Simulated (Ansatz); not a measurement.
This Ansatz (a program for electronic structure) input (MP2/cc-pwCVQZ) gives -920.08015 Eh with 218 basis functions. A basis named .json is the Basis Set Exchange file of that set (core-valence sets with the plain set on hydrogen).

Ansatz 0.2 input:
```yaml
crystal:
  periodic: [false, false, false]
  atoms:
    - {symbol: Cl, position_ang: [-0.00000000, -0.00000000, -1.00677069]}
    - {symbol: Cl, position_ang: [0.00000000, 0.00000000, 1.00677069]}
basis:
  gaussian:
    orbitals: cc-pwCVQZ.json
magnetization: {spin_polarized: false}
correlation: {method: mp2, frozen_orbitals: {Cl: 1}}
```

Change:
```diff
- orbitals: cc-pwCVQZ.json
+ orbitals: cc-pCVQZ.json
```

What does the run give now?

-920.10255 Eh (MP2/cc-pCVQZ, 218 functions), a change of -22.40 mEh.
